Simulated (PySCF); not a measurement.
**Assigning NMR signals**

Bonds: C1-C2 1.331 Å, C2-F3 1.341 Å, C2-C4 1.488 Å, C4-C5 1.502 Å, C4-N6 1.273 Å. C1 carries H7, H8; C5 carries H9, H10, H11; N6 carries H12.

Computational details: J: B3LYP/pcJ-1 (spin–dipole term only in couplings to heteroatoms), NMR shieldings at B3LYP/pcSseg-2/GIAO, geometry from PBE0-D3(BJ)/def2-SVP, in PySCF 2.14.0 with density-fitted response routines (one conformer, no solvent, non-relativistic, one averaged value for each set of equivalent atoms).

Chemical shifts δ = σref − σ; ¹³C (σref 179.19) and ¹H (σref 31.39) vs TMS, all at this level.

Q: Assign these signals to the numbered atoms. ¹³C{¹H} NMR (computed): δ 182.7 (C, d, J = 41.0 Hz), 178.2 (C, d, J = 324.2 Hz), 101.1 (CH2, d, J = 18.8 Hz), 28.8 (CH3, d, J = 3.3 Hz).

A: 
182.7 → C4, carbon bonded to 2 C, N
178.2 → C2, carbon bonded to 2 C, F
101.1 → C1, carbon bonded to C, 2 H
28.8 → C5, carbon bonded to C, 3 H

Q: Assign these signals to the numbered atoms. ¹H NMR (300 MHz, computed): δ 9.41 (br s, 1H), 6.22 (dd, J = 44.0, 1.2 Hz, 1H), 4.86 (dd, J = 12.1, 1.2 Hz, 1H), 2.08 (d, J = 6.8 Hz, 3H).

A: 
9.41 → H12, hydrogen on a nitrogen bonded to C
6.22 → H8, hydrogen on a carbon bonded to C
4.86 → H7, hydrogen on a carbon bonded to C
2.08 → H9/H10/H11, hydrogen on a carbon bonded to C

Exchangeable OH/NH protons stand at their gas-phase positions; hydrogen bonding in a real sample shifts them, mostly to higher δ. Common functionals overestimate the size of one-bond C–F couplings by tens of Hz; these are unscaled. Splittings below 1 Hz are ignored in the labels, and close J values are merged. Shifts are as computed. Against solution values, carbons near 30 ppm lie about +3 ppm off and those near 130 ppm about +8 ppm. Of 1211 compounds with measured shifts, 218 miss one by over three times the rms of a fit or turn the order of signals round; such compounds aren't used in these exercises.
